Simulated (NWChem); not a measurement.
System: methanethiol (CH₄S); SMILES CS

Here is an NWChem input.

```
start job
memory heap 200 mb stack 900 mb global 1100 mb
geometry units angstroms noautoz
  C      0.007372     1.144073     0.000000
  S      0.073678    -0.666908     0.000000
  H     -0.485965     1.537229     0.899863
  H      1.050474     1.489261     0.000000
  H     -0.485965     1.537229    -0.899863
  H     -1.259317    -0.880595     0.000000
end
basis spherical
  * library 6-31+g*
end
dft
  xc bhlyp
  iterations 150
end
tddft
  nroots 8
end
task tddft energy
```

Output (shortened):

```
             Northwest Computational Chemistry Package (NWChem) 7.3.0
             --------------------------------------------------------

 CS  symmetry detected

                             Geometry "geometry" -> ""
                             -------------------------

 Output coordinates in angstroms (scale by  1.889725989 to convert to a.u.)

  No.       Tag          Charge          X              Y              Z
 ---- ---------------- ---------- -------------- -------------- --------------
    1 C                    6.0000     0.01180970     1.14875612     0.00000000
    2 S                   16.0000     0.06855391    -0.66254969     0.00000000
    3 H                    1.0000    -0.47944480     1.54451116     0.89986300
    4 H                    1.0000     1.05671955     1.48843237     0.00000000
    5 H                    1.0000    -0.47944480     1.54451116    -0.89986300
    6 H                    1.0000    -1.26555065    -0.86919632     0.00000000

 Effective nuclear repulsion energy (a.u.)      56.2440185353

      Symmetry information
      --------------------

 Group name             Cs
 Group number              2
 Group order               2
 No. of unique centers     5

                                 NWChem DFT Module
                                 -----------------

 Summary of "ao basis" -> "ao basis" (spherical)
 ------------------------------------------------------------------------------
       Tag                 Description            Shells   Functions and Types
 ---------------- ------------------------------  ------  ---------------------
 C                          6-31+g*                  8       18   4s3p1d
 S                          6-31+g*                 10       22   5s4p1d
 H                          6-31+g*                  2        2   2s

      Symmetry analysis of basis
      --------------------------

        a'         35
        a"         13

            General Information
            -------------------
          SCF calculation type: DFT
          Wavefunction type:  closed shell.
          No. of atoms     :     6
          No. of electrons :    26
           Alpha electrons :    13
            Beta electrons :    13
          Charge           :     0
          Spin multiplicity:     1
          Use of symmetry is: off; symmetry adaption is: on
          Maximum number of iterations: 150
          AO basis - number of functions:    48
                     number of shells:    26
          Convergence on energy requested:  1.00D-06
          Convergence on density requested:  1.00D-05
          Convergence on gradient requested:  5.00D-04

              XC Information
              --------------
                        BHLYP Method XC Functional
                     Hartree-Fock (Exact) Exchange  0.500
                        Slater Exchange Functional  0.500 local
                    Becke 1988 Exchange Functional  0.500 non-local
              Lee-Yang-Parr Correlation Functional  1.000

             Grid Information
             ----------------
          Grid used for XC integration:  medium
          Radial quadrature: Mura-Knowles
          Angular quadrature: Lebedev.
          Tag              B.-S. Rad. Rad. Pts. Rad. Cut. Ang. Pts.
          ---              ---------- --------- --------- ---------
          C                   0.70       49          11.0       434
          S                   1.00       88          11.0       590
          H                   0.35       45          10.0       434
          Grid pruning is: on
          Number of quadrature shells:   317
          Spatial weights used:  Erf1

      Superposition of Atomic Density Guess
      -------------------------------------

 Sum of atomic energies:        -437.11267238

      Non-variational initial energy
      ------------------------------

 Total energy =    -437.957947
 1-e energy   =    -713.069597
 2-e energy   =     218.867632
 HOMO         =      -0.284845
 LUMO         =       0.031914

      Symmetry analysis of molecular orbitals - initial
      -------------------------------------------------

  Numbering of irreducible representations:

     1 a'          2 a"

  Orbital symmetries:

     1 a'          2 a'          3 a'          4 a'          5 a'
     6 a"          7 a'          8 a'          9 a'         10 a"
    11 a'         12 a'         13 a"         14 a'         15 a'
    16 a'         17 a"         18 a'         19 a'         20 a"
    21 a'         22 a'         23 a'

   convergence    iter        energy       DeltaE   RMS-Dens  Diis-err
 ---------------- ----- ----------------- --------- --------- ---------
 d= 0,ls=0.0,diis     1   -438.6223415059 -4.95D+02  1.03D-02  1.41D-01
 d= 0,ls=0.0,diis     2   -438.6417935554 -1.95D-02  3.31D-03  2.58D-02
 d= 0,ls=0.0,diis     3   -438.6447313412 -2.94D-03  1.12D-03  4.95D-03
 d= 0,ls=0.0,diis     4   -438.6454103914 -6.79D-04  2.48D-04  1.55D-04
 d= 0,ls=0.0,diis     5   -438.6454333684 -2.30D-05  6.05D-05  3.60D-06
 d= 0,ls=0.0,diis     6   -438.6454340635 -6.95D-07  1.20D-05  2.81D-07
 d= 0,ls=0.0,diis     7   -438.6454341087 -4.53D-08  3.37D-06  7.91D-09

         Total DFT energy =     -438.645434108708
      One electron energy =     -715.109991584992
           Coulomb energy =      252.784429542569
    Exchange-Corr. energy =      -32.563890601620
 Nuclear repulsion energy =       56.244018535336

 Numeric. integr. density =       26.000006517196

                  Occupations of the irreducible representations
                  ----------------------------------------------

                     irrep           alpha         beta
                     --------     --------     --------
                     a'               10.0         10.0
                     a"                3.0          3.0

                       DFT Final Molecular Orbital Analysis
                       ------------------------------------

[...]

                                NWChem TDDFT Module
                                -------------------

            General Information
            -------------------
           No. of orbitals :      96
            Alpha orbitals :      48
             Beta orbitals :      48
        Alpha frozen cores :       0
         Beta frozen cores :       0
     Alpha frozen virtuals :       0
      Beta frozen virtuals :       0
         Spin multiplicity :       1
    Number of AO functions :      48
        Use of symmetry is : off
      Symmetry adaption is : on
         Schwarz screening :  0.10D-07

              XC Information
              --------------
                 BHLYP Method XC Functional
              Hartree-Fock (Exact) Exchange   0.50
                 Slater Exchange Functional   0.50 local
             Becke 1988 Exchange Functional   0.50 non-local
       Lee-Yang-Parr Correlation Functional   1.00

             TDDFT Information
             -----------------
          Calculation type : TDDFT
         Wavefunction type : Restricted singlets & triplets
          No. of electrons :      26
           Alpha electrons :      13
            Beta electrons :      13
              No. of roots :       8
          Max subspacesize :    5600
            Max iterations :     100
               Target root :       1
           Target symmetry : none
      Symmetry restriction : off
                 Algorithm : Optimal
        Davidson threshold :  0.10D-03

    8 smallest eigenvalue differences (eV)
--------------------------------------------------------
  No. Spin  Occ  Vir  Irrep   E(Occ)    E(Vir)   E(Diff)
--------------------------------------------------------
    1    1   13   14 a"       -0.292     0.021     8.517
    2    1   13   15 a"       -0.292     0.040     9.017
    3    1   13   16 a"       -0.292     0.069     9.822
    4    1   13   17 a'       -0.292     0.076    10.001
    5    1   13   18 a"       -0.292     0.081    10.155
    6    1   13   19 a"       -0.292     0.103    10.741
    7    1   13   20 a'       -0.292     0.110    10.930
    8    1   12   14 a'       -0.391     0.021    11.218
--------------------------------------------------------

  Entering Davidson iterations
  Restricted singlet excited states

  Iter   NTrls   NConv    DeltaV     DeltaE      Time
  ----  ------  ------  ---------  ---------  ---------
    1      8       0     0.11E+00   0.10+100        2.8
    2     24       0     0.23E-01   0.10E-01        4.4
    3     40       0     0.15E-01   0.94E-02        4.8
    4     56       0     0.62E-02   0.59E-03        4.4
    5     72       2     0.29E-02   0.44E-04        4.4
    6     84       5     0.73E-03   0.53E-05        3.7
    7     90       7     0.21E-03   0.49E-06        2.6
    8     92       8     0.48E-04   0.22E-07        1.7
  ----  ------  ------  ---------  ---------  ---------
  Convergence criterion met

  Ground state a'       -438.645434108708 a.u.

  ----------------------------------------------------------------------------
  Root   1 singlet a"             0.202228958 a.u.                5.5029 eV
  ----------------------------------------------------------------------------
     Transition Moments    X  0.00000   Y  0.00000   Z  0.24246
     Dipole Oscillator Strength                    0.0079255221
     Electric Quadrupole                           0.0000000272
     Magnetic Dipole                               0.0000011055
     Total Oscillator Strength                     0.0079266547

     Occ.   13  a"  ---  Virt.   14  a'  -0.88191 X
     Occ.   13  a"  ---  Virt.   15  a'  -0.14696 X
     Occ.   13  a"  ---  Virt.   16  a'   0.12599 X
     Occ.   13  a"  ---  Virt.   18  a'   0.32360 X
     Occ.   13  a"  ---  Virt.   21  a'   0.25612 X
     Occ.   13  a"  ---  Virt.   22  a'  -0.07793 X
     Occ.   13  a"  ---  Virt.   23  a'  -0.05327 X
  ----------------------------------------------------------------------------
  Root   2 singlet a"             0.229719162 a.u.                6.2510 eV
  ----------------------------------------------------------------------------
     Transition Moments    X  0.00000   Y  0.00000   Z  0.49143
     Dipole Oscillator Strength                    0.0369860106
     Electric Quadrupole                           0.0000001236
     Magnetic Dipole                               0.0000000043
     Total Oscillator Strength                     0.0369861385

     Occ.   13  a"  ---  Virt.   14  a'   0.05425 X
     Occ.   13  a"  ---  Virt.   15  a'  -0.96144 X
     Occ.   13  a"  ---  Virt.   16  a'  -0.09101 X
     Occ.   13  a"  ---  Virt.   18  a'  -0.12910 X
     Occ.   13  a"  ---  Virt.   21  a'  -0.11691 X
     Occ.   13  a"  ---  Virt.   23  a'   0.16643 X
  ----------------------------------------------------------------------------
  Root   3 singlet a"             0.267900616 a.u.                7.2899 eV
  ----------------------------------------------------------------------------
     Transition Moments    X  0.00000   Y -0.00000   Z  0.33427
     Dipole Oscillator Strength                    0.0199566344
     Electric Quadrupole                           0.0000002548
     Magnetic Dipole                               0.0000003634
     Total Oscillator Strength                     0.0199572526

     Occ.   13  a"  ---  Virt.   14  a'  -0.33165 X
     Occ.   13  a"  ---  Virt.   15  a'   0.12380 X
     Occ.   13  a"  ---  Virt.   16  a'  -0.82142 X
     Occ.   13  a"  ---  Virt.   18  a'  -0.24125 X
     Occ.   13  a"  ---  Virt.   19  a'  -0.15324 X
     Occ.   13  a"  ---  Virt.   21  a'  -0.33310 X
  ----------------------------------------------------------------------------
  Root   4 singlet a"             0.280630410 a.u.                7.6363 eV
  ----------------------------------------------------------------------------
     Transition Moments    X  0.00000   Y -0.00000   Z  0.16360
     Dipole Oscillator Strength                    0.0050074592
     Electric Quadrupole                           0.0000001784
     Magnetic Dipole                               0.0000001433
     Total Oscillator Strength                     0.0050077810

     Occ.   13  a"  ---  Virt.   14  a'   0.30731 X
     Occ.   13  a"  ---  Virt.   15  a'  -0.07279 X
     Occ.   13  a"  ---  Virt.   16  a'  -0.48065 X
     Occ.   13  a"  ---  Virt.   18  a'   0.74377 X
     Occ.   13  a"  ---  Virt.   21  a'   0.32803 X
  ----------------------------------------------------------------------------
  Root   5 singlet a'             0.283251002 a.u.                7.7077 eV
  ----------------------------------------------------------------------------
     Transition Moments    X -0.17568   Y  0.41915   Z -0.00000
     Dipole Oscillator Strength                    0.0390044856
     Electric Quadrupole                           0.0000002075
     Magnetic Dipole                               0.0000000002
     Total Oscillator Strength                     0.0390046933

     Occ.   12  a'  ---  Virt.   15  a'   0.05469 X
     Occ.   13  a"  ---  Virt.   17  a"   0.99085 X
     Occ.   13  a"  ---  Virt.   20  a"  -0.06811 X
     Occ.   13  a"  ---  Virt.   25  a"   0.05581 X
  ----------------------------------------------------------------------------
  Root   6 singlet a"             0.309095926 a.u.                8.4109 eV
  ----------------------------------------------------------------------------
     Transition Moments    X  0.00000   Y  0.00000   Z -0.12067
     Dipole Oscillator Strength                    0.0030006117
     Electric Quadrupole                           0.0000000270
     Magnetic Dipole                               0.0000005122
     Total Oscillator Strength                     0.0030011509

     Occ.   13  a"  ---  Virt.   16  a'  -0.23457 X
     Occ.   13  a"  ---  Virt.   18  a'  -0.49371 X
     Occ.   13  a"  ---  Virt.   19  a'   0.26304 X
     Occ.   13  a"  ---  Virt.   21  a'   0.77539 X
     Occ.   13  a"  ---  Virt.   23  a'  -0.14346 X
  ----------------------------------------------------------------------------
  Root   7 singlet a'             0.315677299 a.u.                8.5900 eV
  ----------------------------------------------------------------------------
     Transition Moments    X -0.44785   Y -0.33514   Z  0.00000
     Dipole Oscillator Strength                    0.0658476622
     Electric Quadrupole                           0.0000005361
     Magnetic Dipole                               0.0000030952
     Total Oscillator Strength                     0.0658512935

     Occ.   12  a'  ---  Virt.   14  a'   0.89903 X
     Occ.   12  a'  ---  Virt.   15  a'   0.29067 X
     Occ.   12  a'  ---  Virt.   16  a'  -0.05396 X
     Occ.   12  a'  ---  Virt.   18  a'  -0.17352 X
     Occ.   12  a'  ---  Virt.   21  a'  -0.06950 X
     Occ.   12  a'  ---  Virt.   22  a'   0.05978 X
     Occ.   13  a"  ---  Virt.   20  a"  -0.22030 X
     Occ.   13  a"  ---  Virt.   25  a"   0.05388 X
  ----------------------------------------------------------------------------
  Root   8 singlet a"             0.316545175 a.u.                8.6136 eV
  ----------------------------------------------------------------------------
     Transition Moments    X  0.00000   Y  0.00000   Z  0.11248
     Dipole Oscillator Strength                    0.0026698559
     Electric Quadrupole                           0.0000001341
     Magnetic Dipole                               0.0000001647
     Total Oscillator Strength                     0.0026701547

[...]
```

Level: BHandHLYP/6-31+G* (spherical d), full TDDFT. Structure relaxed at the PBE0/def2-SVP level.
